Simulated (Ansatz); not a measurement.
# CH₅ (doublet): from Hartree-Fock to the top rungs at distance H1–H2 along a hydrogen transfer = 0.778 Å, 6-31G

Aim: climb from Hartree-Fock through coupled cluster and multireference methods for CH₅ (doublet) at one geometry and basis, and see what each rung misses.

Computed with Ansatz 0.2.0, Gaussian basis. Level: 6-31G, core rule «outside noble gas», up to 1 orbitals frozen.

To be run: UHF; CCSD(T) on ROHF; CCSD(T) on UHF; BCCD(T) on ROHF; CISD; CCSDT(Q) on ROHF; CCSDT(Q) on UHF; CCSDTQ on ROHF; CASSCF and MRCISD+Q, 3 electrons in 3 orbitals; CASSCF and NEVPT2, 3 electrons in 3 orbitals; CASSCF and MRCISD+Q, 9 electrons in 9 orbitals; CASSCF and NEVPT2, 9 electrons in 9 orbitals; Full CI.

8 further runs of the same task are left out: 1 for a mislabelled method, 5 that didn't finish, 2 set aside as unsound or not needed.

**1. The geometry**

The geometry derives from fragments relaxed apart (PBE0/def2-TZVP) and kept rigid, so it is no stationary point. A hydrogen atom is moved between rigid fragments.

6 atoms, charge 0, spin multiplicity 2.

Atoms are counted from 1 here; the program's logs count them from 0.

Bond lengths: H1–H2 0.778 Å, H2–C3 1.289 Å, C3–H4 1.080 Å, C3–H5 1.080 Å, C3–H6 1.080 Å. Angles: H1–H2–C3 180.0°, H2–C3–H4 90.0°, H2–C3–H5 90.0°, H2–C3–H6 90.0°, H4–C3–H5 120.0°, H4–C3–H6 120.0°, H5–C3–H6 120.0°.

**2. UHF**

in.yaml

```yaml
crystal:
  periodic: [false, false, false]
  atoms:
    - {symbol: H, position_ang: [-1.868609, 0.000000, 0.000000]}
    - {symbol: H, position_ang: [-1.090609, 0.000000, 0.000000]}
    - {symbol: C, position_ang: [0.198391, 0.000000, 0.000000]}
    - {symbol: H, position_ang: [0.198391, -1.080023, 0.000000]}
    - {symbol: H, position_ang: [0.198391, 0.540011, 0.935327]}
    - {symbol: H, position_ang: [0.198391, 0.540012, -0.935327]}
basis:
  gaussian: {orbitals: 6-31G}
magnetization: {spin_polarized: true, initial_magnetization: 1}
hamiltonian: {xc: hf}
output: {orbitals: {seedname: orbitals}}
```

On the command line:

```
ansatz run in.yaml --threads 1 --pin off --events-out ev --progress --plain --max-ram 2393MiB
```

Further steps of the session: CCSD(T) on ROHF; CCSD(T) on UHF; BCCD(T) on ROHF; CISD; CCSDT(Q) on ROHF; CCSDT(Q) on UHF; CCSDTQ on ROHF; CASSCF and MRCISD+Q, 3 electrons in 3 orbitals; CASSCF and NEVPT2, 3 electrons in 3 orbitals; CASSCF and MRCISD+Q, 9 electrons in 9 orbitals; CASSCF and NEVPT2, 9 electrons in 9 orbitals; Full CI.

**Question.** What will the summary of the whole plan be? Wanted: FCI below the RHF energy; RMP2 from FCI; UMP2 from FCI; RCCSD from FCI; RCCSD(T) from FCI; UCCSD(T) from FCI; RCCSDT(Q) from FCI; UCCSDT(Q) from FCI; NEVPT2 pair from FCI.

As calculated:

| quantity | value |
| --- | --- |
| FCI below the RHF energy | -3.6630 eV |
| RMP2 from FCI | +70.2 kJ/mol |
| UMP2 from FCI | +69.4 kJ/mol |
| RCCSD from FCI | +5.9 kJ/mol |
| RCCSD(T) from FCI | +1.1 kJ/mol |
| UCCSD(T) from FCI | +1.2 kJ/mol |
| RCCSDT(Q) from FCI | 0.0 kJ/mol |
| UCCSDT(Q) from FCI | 0.0 kJ/mol |
| NEVPT2 pair from FCI | +55.6 kJ/mol |
| NEVPT2 valence from FCI | +26.6 kJ/mol |
| MRCISD+Q valence from FCI | +0.4 kJ/mol |
| levels within 1 kcal/mol (43 meV) | RCCSD(T), UCCSD(T), BCCD(T), RCCSDT, UCCSDT, RCCSDT(Q), UCCSDT(Q), RCCSDTQ, MRCISD valence, MRCISD+Q valence |
| T1 diagnostic | 0.024 |
| effectively unpaired electrons | 1.02 |

In words: RCCSD(T) lands +1.1 kJ/mol from the yardstick (0.3 % of the correlation energy). One determinant dominates. Of the multireference levels listed MRCISD+Q valence comes nearest in total energy (+0.4 kJ/mol), which doesn't show that its space is the better one. These misses are within one basis, not against nature; the frozen cores of restricted and unrestricted runs differ, which can shift their rows.
